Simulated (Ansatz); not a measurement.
## How far each method lies from full CI for HMgP, triplet

Geometry: a point of a stretch scan, not a stationary point.

```xyz
3

P     0.0000    0.0000    2.1465
Mg    0.0000    0.0000   -0.3158
H     0.0000    0.0000   -1.8308
```

Basis 6-31G; Ansatz 0.2.0. Only valence electrons are correlated (noble-gas cores frozen), which leaves 8 electrons in 18 orbitals. R marks a restricted (for open shells ROHF) determinant, U an unrestricted one. Active spaces: pair = (4e, 4o) about the gap; valence = (8e, 9o) chosen from the atoms' valence shells. The metal's outer-core shells are frozen, which leaves out core–valence correlation.

Full CI is exact within this basis and frozen core; it isn't the basis-set limit. The frozen core follows each run's orbitals, which can shift R against U totals by a few meV.

For open shells CISD and CISDTQ are restricted-active-space CI with the open shells as a complete middle space.

- UHF ⟨S²⟩: 2.012
- T1 diagnostic (RCCSD): 0.0216
- largest doubles amplitude (RCCSD): 0.041
- T1 diagnostic (UCCSD): 0.0171

```tsv
level	E − E(RHF) (eV)
UHF	-0.0518
RMP2	-1.1662
UMP2	-1.1751
RCCSD	-1.5892
UCCSD	-1.5899
RCCSD(T)	-1.6142
UCCSD(T)	-1.6143
```

**Question.** Estimate how far full CI in 6-31G lies from RCCSD(T). The table doesn't fix it; the size of (T) and the diagnostics are the guide.

**Answer.** Full CI in 6-31G lies 0.46 mEh below RCCSD(T), which is 50 % of the (T) step (-0.92 mEh). The diagnostics give no warning, yet the rest is a sizeable part of (T).

The other levels:

| level | E − E(full CI) (mEh) | share of correlation (%) | wall time |
| --- | --- | --- | --- |
| CISD | 3.07 | 94.87 | 0.87 s |
| BCCD(T) | 0.49 | 99.19 | 0.96 s |
| RCCSDT | 0.06 | 99.91 | – |
| UCCSDT | 0.05 | 99.92 | – |
| CISDTQ | 0.06 | 99.90 | 4.7 s |
| RCCSDT(Q) | 0.02 | 99.97 | 2.8 s |
| UCCSDT(Q) | 0.00 | 99.99 | 2.6 s |
| RCCSDTQ | 0.00 | 100.00 | 21 s |
| UCCSDTQ | 0.00 | 100.01 | 21 s |
| CASSCF (pair space) | 44.78 | 25.10 | – |
| NEVPT2 (pair space) | 14.20 | 76.25 | 0.9 s |
| MRCISD (pair space) | 2.06 | 96.56 | – |
| MRCISD+Q (pair space) | 0.17 | 99.72 | 1.2 s |
| CASSCF (valence space) | 21.44 | 64.14 | – |
| NEVPT2 (valence space) | 6.43 | 89.24 | 3.3 s |
| MRCISD (valence space) | 0.65 | 98.91 | – |
| MRCISD+Q (valence space) | 0.28 | 99.53 | 4.7 s |
| MRCISD+Q(relaxed) (valence space) | -0.07 | 100.11 | 5.5 s |

The correlation energy at full CI, counted from RHF, is -1.627 eV. That run took 11 s on 1 thread of Intel Xeon, shared host over 2,340,352 determinants.

Times hold each run's SCF and search for its determinant on a shared host, so for small cases they say little of a method's own cost; they ran on 1 thread of Intel Xeon. Some runs computed forces too.

The full-CI state has the irrep A2 of C2v, in the program's axes (one component, if the state is degenerate).

Natural occupations of full CI about the gap: 1.981 1.965 1.953 0.994 0.994 0.047 0.017 0.011 0.011 0.010; effectively unpaired electrons, Σ n²(2−n)², 2.03.
